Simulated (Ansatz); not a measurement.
Reaction (SMILES): [PH2] (PH2) → PH2+ (singlet, bonded as [PH2]) + e-
B3LYP-D3(BJ)/def2-TZVP geometries, fixed; electronic energies without zero-point terms.

Basis-set convergence of the adiabatic ionisation energy at PBE0 with Ansatz (a quantum-chemistry and plane-wave program). All functions are spherical. The program fits the integrals of some runs and decomposes those of others, by size. Open shells are unrestricted. No added dispersion term, no relativity. Functions are those of the species that has most. Reference: the value in aug-cc-pV(5+d)Z, 10.005 eV, itself unsure by roughly 0.003 eV (its mean distance from pcseg-4, aug-pcseg-3, aug-cc-pV(Q+d)Z). Deviations are taken from unrounded values.

```json
[
 {"basis": "pcseg-0", "functions": "17", "adiabatic ionisation energy (eV)": "10.295", "minus reference (eV)": "0.290"},
 {"basis": "pcseg-1", "functions": "28", "adiabatic ionisation energy (eV)": "10.023", "minus reference (eV)": "0.018"},
 {"basis": "aug-pcseg-1", "functions": "45", "adiabatic ionisation energy (eV)": "10.026", "minus reference (eV)": "0.021"},
 {"basis": "pcseg-2", "functions": "62", "adiabatic ionisation energy (eV)": "10.000", "minus reference (eV)": "-0.005"},
 {"basis": "aug-pcseg-2", "functions": "96", "adiabatic ionisation energy (eV)": "10.007", "minus reference (eV)": "0.002"},
 {"basis": "pcseg-3", "functions": "130", "adiabatic ionisation energy (eV)": "10.000", "minus reference (eV)": "-0.005"},
 {"basis": "aug-pcseg-3", "functions": "187", "adiabatic ionisation energy (eV)": "10.002", "minus reference (eV)": "-0.003"},
 {"basis": "pcseg-4", "functions": "227", "adiabatic ionisation energy (eV)": "10.001", "minus reference (eV)": "-0.004"}
]
```

The smallest set listed that lies within 0.1 eV of the reference with all its larger relatives (same family, alike in diffuse functions; a set with none counts only in the reference's own line) is pcseg-1 (28 functions, 0.018 eV off).
